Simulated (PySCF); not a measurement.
A PySCF run on AlH

State: ³Π (triplet), unpaired electrons σ ↑, π ↑, a second solution, started from another occupation.

An equivalent input (the run itself took its basis sets from the Basis Set Exchange, started from a PBE0 density and held the occupation σ 5α 4β, πx 2α 1β, πy 1α 1β):

```python
from pyscf import gto, dft
mol = gto.M(atom='Al 0 0 0; H 0 0 1.665', basis={'Al': 'def2-TZVPP', 'H': 'def2-TZVPP'},
            charge=0, spin=2, verbose=4, symmetry='C2v')
mf = dft.UKS(mol, xc='PBE0')
mf.grids.atom_grid = (80, 434)
mf.grids.prune = dft.gen_grid.treutler_prune
mf.irrep_nelec = {'A1': (5, 4), 'B1': (2, 1), 'B2': (1, 1)}
mf.conv_tol = 1e-9
mf.max_cycle = 60
mf.diis_space = 10
mf.kernel()
```

The log (some set-up lines and the per-cycle HOMO/LUMO lines removed):

```
******** <class 'pyscf.dft.uks_symm.SymAdaptedUKS'> ********
method = SymAdaptedUKS
damping factor = 0
level_shift factor = 0
DIIS = <class 'pyscf.scf.diis.CDIIS'>
diis_start_cycle = 1
diis_space = 10
diis_damp = 0
SCF conv_tol = 1e-09
SCF conv_tol_grad = None
SCF max_cycles = 60
number electrons alpha = 8  beta = 6
Set gradient conv threshold to 3.16228e-05
init E= -242.796257526771
cycle= 1 E= -242.798183207618  delta_E= -0.00193  |g|= 0.00273  |ddm|= 0.0139
cycle= 2 E= -242.798190255822  delta_E= -7.05e-06  |g|= 0.00201  |ddm|= 0.00688
cycle= 3 E= -242.798193515961  delta_E= -3.26e-06  |g|= 0.000309  |ddm|= 0.00266
cycle= 4 E= -242.798193838251  delta_E= -3.22e-07  |g|= 0.000165  |ddm|= 0.0012
cycle= 5 E= -242.798193909641  delta_E= -7.14e-08  |g|= 5.89e-05  |ddm|= 0.000599
cycle= 6 E= -242.798193917112  delta_E= -7.47e-09  |g|= 1.03e-05  |ddm|= 0.000257
cycle= 7 E= -242.798193917227  delta_E= -1.14e-10  |g|= 1.42e-06  |ddm|= 2.5e-05
Extra cycle  E= -242.798193917229  delta_E= -2.87e-12  |g|= 9.17e-07  |ddm|= 4.08e-06
converged SCF energy = -242.798193917229  <S^2> = 2.0046723  2S+1 = 3.0031132
```

Repeating this along the bond gives Re = 1.604 Å and ωe = 1774 cm⁻¹.

A point of this curve took 0.71 CPU seconds beside 0.053 for the integrals, on Arm Neoverse V1 (shared host).
